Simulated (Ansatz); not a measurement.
Si2NH7 (SMILES [SiH3]N[SiH3]): the highest harmonic wavenumber at each level's own minimum, rung by rung

Si2NH7, singlet, SMILES `[SiH3]N[SiH3]`. Each level relaxes the structure for itself.

Quantity: the highest harmonic wavenumber at each level's own minimum, in cm⁻¹. The values are calculated.

| level | kind | program | value (cm⁻¹) |
| --- | --- | --- | --- |
| HF/STO-3G | Hartree–Fock | Ansatz | 4086 |
| HF/3-21G | Hartree–Fock | Ansatz | 3701 |
| PBE/def2-SVP | GGA | Ansatz | 3494 |
| B3LYP/6-31G* (Cartesian functions) | global hybrid | Ansatz | 3551 |
| PBE0-D4/def2-TZVP | global hybrid | Ansatz | 3598 |
| MP2/6-31G* (Cartesian functions) | perturbation theory | Ansatz | 3599 |
| CCSD/cc-pVDZ | coupled cluster or CI | Ansatz | 3591 |

Harmonic and unscaled. The values span 3494 to 4086 cm⁻¹.
